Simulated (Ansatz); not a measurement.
Results of B3LYP (VWN-RPA form) in Ansatz (plane waves, PAW) for rock-salt TiN.

Settings: plane-wave cutoff 460 eV, 12×12×12 k mesh, Fermi–Dirac smearing 0.05 eV, no spin polarisation, scalar-relativistic PAW data made under PBE.

Cell (relaxed at this level):

```
CELL_PARAMETERS angstrom
      0.00000     2.12399     2.12399
      2.12399     0.00000     2.12399
      2.12399     2.12399     0.00000
ATOMIC_POSITIONS crystal
  Ti 0.00000 0.00000 0.00000
  N  0.50000 0.50000 0.50000
```

Question: Give the computed bulk modulus B0 and pressure derivative B′ of the bulk modulus.

Answer: 
- bulk modulus B0: 290 GPa
- pressure derivative B′ of the bulk modulus: 4.2

Measured, for comparison: bulk modulus 288 GPa (temperature not stated, no zero-point or thermal correction; as tabulated in Krasnenko and Brik (2013), arXiv:1306.3139). Computed (rounded) less measured: bulk modulus +0.7 %.

Note: the run has no spin polarisation, so it can have missed a magnetic state.

Computed values are for the static lattice.

It cost very roughly 40 core-minutes of CPU time.

Ansatz is an electronic-structure program.
